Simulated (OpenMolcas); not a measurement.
**HF/ANO-R1 (DKH2) run of H2S2 (SMILES SS)**

Aim: the vertical singlet–triplet gap of H2S2 at HF/ANO-R1 (DKH2), from 2 runs. 

The calculation is run with OpenMolcas 26.06.

**1. The molecule**

The species is H2S2 (4 atoms), meant as a singlet with charge 0. As SMILES, `SS`. The shape is that of a PBE0-D4/def2-TZVP optimisation.

Bond lengths: S1–S2 2.046 Å, S1–H3 1.347 Å, S2–H4 1.347 Å. Angles: S1–S2–H4 98.6°, S2–S1–H3 98.6°.

**2. A single-point energy at HF/ANO-R1 (DKH2)**

The input, job.inp:

```
&gateway
 coord
 4
 bohr
 S      1.48245235    -1.49139075     0.31499845
 S      0.11379931     2.11944123     0.12729195
 H     -0.42598206    -2.55602466     1.61926852
 H     -1.17028849     1.92799308    -2.06159672
 basis
 ANO-R1
 group
 NoSym

&seward
 relativistic
 R02O02
 expert

&scf
 prorbitals
 1 1
```

On the command line:

```sh
export MOLCAS_MEM=1860
pymolcas job.inp > job.log
```

Log:

```text
--- Start Module: gateway ---
[...]
--- Stop Module: gateway /rc=_RC_ALL_IS_WELL_ ---
--- Start Module: seward ---
[...]
 ###    WARNING:  EXPERT option is ON!                                       ###
 ###############################################################################
               SEWARD will generate:
[...]
      Basis functions           46
--- Stop Module: seward /rc=_RC_ALL_IS_WELL_ ---
[...]
--- Start Module: scf ---
[...]
       Convergence after  11 Iterations
[...]
::    Total SCF energy                               -798.4082123424
[...]
      Total spin, S                                     0.0000000000
[...]
      Total electronic charge=   34.000000
      Total            charge=   -0.000000
[...]
      Dipole Moment (debye):
      Origin of the operator (angstrom)=    0.3965    0.1560    0.1099
                   X= -1.1858E+00               Y= -4.6656E-01               Z= -3.2858E-01           Total=  1.3160E+00
      Quadrupole Moment (debye*angstrom):
[...]
--- Stop Module: scf /rc=_RC_ALL_IS_WELL_ ---
[...]
```

Run time: 3.6 s. Hardware: 1 thread of Arm Neoverse V2, shared host; peak memory 0.39 GiB.

**3. The triplet, same level**

The input, job.inp:

```
&gateway
  coord
  4
  bohr
  S      1.48245235    -1.49139075     0.31499845
  S      0.11379931     2.11944123     0.12729195
  H     -0.42598206    -2.55602466     1.61926852
  H     -1.17028849     1.92799308    -2.06159672
  basis = ANO-R1
  group = NoSym

&seward
  relativistic = R02O02
  expert

&scf
  uhf
  spin = 3
  prorbitals = 1 1
```

On the command line:

```sh
export MOLCAS_MEM=1860
pymolcas job.inp > job.log
```

Log:

```text
--- Start Module: gateway ---
[...]
--- Stop Module: gateway /rc=_RC_ALL_IS_WELL_ ---
--- Start Module: seward ---
[...]
 ###    WARNING:  EXPERT option is ON!                                       ###
 ###############################################################################
               SEWARD will generate:
[...]
      Basis functions           46
--- Stop Module: seward /rc=_RC_ALL_IS_WELL_ ---
[...]
--- Start Module: scf ---
[...]
       Convergence after  23 Iterations
[...]
::    Total SCF energy                               -798.2424068109
[...]
      Total spin, S                                     1.0123624327
[...]
      Total electronic charge=   34.000000
      Total            charge=   -0.000000
[...]
      Dipole Moment (debye):
      Origin of the operator (angstrom)=    0.3965    0.1560    0.1099
                   X= -1.5234E+00               Y= -5.9936E-01               Z= -4.2210E-01           Total=  1.6906E+00
      Quadrupole Moment (debye*angstrom):
[...]
--- Stop Module: scf /rc=_RC_ALL_IS_WELL_ ---
[...]
```

It took 4.2 s on 1 thread of Arm Neoverse V2, shared host; peak memory 0.39 GiB.

**4. What came out**

At HF/ANO-R1 (DKH2):

```
                                        quantity          value
                           singlet: total energy  -798.40821 Eh
                          singlet: dipole moment         1.32 D
                            singlet: HOMO energy      -10.18 eV
                            singlet: LUMO energy        2.53 eV
                          singlet: HOMO–LUMO gap       12.71 eV
                           triplet: total energy  -798.24241 Eh
                          triplet: dipole moment         1.69 D
     triplet: HOMO energy (highest over α and β)       -5.65 eV
      triplet: LUMO energy (lowest over α and β)       -1.05 eV
                                   triplet: ⟨S²⟩          2.037
vertical energy of the triplet above the singlet       4.512 eV
```

What this shows: At this shape the triplet lies 4.51 eV (104 kcal/mol) above the singlet.
